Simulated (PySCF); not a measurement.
**Spin-orbit coupling and the first ionisation energy along the second row**

Two-component X2C-1e calculated with PySCF 2.14: MP2 on generalised Hartree-Fock spinors (GMP2), with spin-orbit coupling off and on (screened by Boettger's factors); no Breit or QED terms. Values in eV; the references (NIST) lie between the lowest levels. Elements whose determinants are no pure J levels are left out.

```
                         element               configurations  spin-free  with spin-orbit   shift  reference
 B (x2c-TZVPPall-2c, 1s2 frozen)      [He] 2s2 2p1 → [He] 2s2      8.251            8.253   0.001      8.298
 O (x2c-TZVPPall-2c, 1s2 frozen)  [He] 2s2 2p4 → [He] 2s2 2p3     13.245           13.255   0.010     13.618
 F (x2c-TZVPPall-2c, 1s2 frozen)  [He] 2s2 2p5 → [He] 2s2 2p4     17.195           17.192  -0.003     17.423
Ne (x2c-TZVPPall-2c, 1s2 frozen)          [Ne] → [He] 2s2 2p5     21.524           21.489  -0.035     21.565
```

What remains against the references is mostly the basis and correlation beyond MP2.
